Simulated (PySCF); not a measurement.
Gas-phase reaction: B(CH3)3 + 2 BH3 → 3 CH4 + 3 BH

Computed with PySCF and rigid-rotor harmonic-oscillator thermochemistry at 1 bar. † marks an energy on the PBE0/def2-TZVP geometry and frequencies; other levels use their own. CCSD(T) freezes the core. 6-31G* has spherical d functions here. All species are closed-shell singlets. B3LYP is the form with VWN-RPA correlation. Methyl groups turn as free rotors in B(CH3)3. CCSD(T) isn't extrapolated to the basis-set limit. The harmonic model lacks anharmonicity and excited electronic states, which grow with temperature; levels with a mode under 35 cm⁻¹ are left out.

| level | ΔE electronic, kJ | ΔH°(298 K), kJ | ΔS°(298 K), J/K | ΔG°(2500 K), kJ |
|---|---|---|---|---|
| B3LYP/def2-TZVP† | 1068 | 1047 | 380 | 115 |
| CCSD(T)/def2-SVP† | 1012 | 991 | 380 | 59 |
| HF/6-31G* | 1001 | 980 | 382 | 36 |
| HF/def2-TZVP† | 965 | 945 | 380 | 12 |
| M06-2X/def2-TZVP† | 1091 | 1071 | 380 | 138 |
| PBE/def2-SVP | 1148 | 1130 | 380 | 201 |
| PBE0/def2-QZVP† | 1129 | 1109 | 380 | 176 |
| PBE0/def2-SVP† | 1159 | 1139 | 380 | 206 |
| PBE0/def2-TZVP | 1130 | 1109 | 380 | 177 |
| r2SCAN/def2-TZVP† | 1155 | 1135 | 380 | 203 |
| ωB97M-V/def2-TZVP† | 1075 | 1055 | 380 | 123 |
ΔH° is lowest at HF/def2-TZVP† and highest at PBE0/def2-SVP†. No reference value is set beside these.
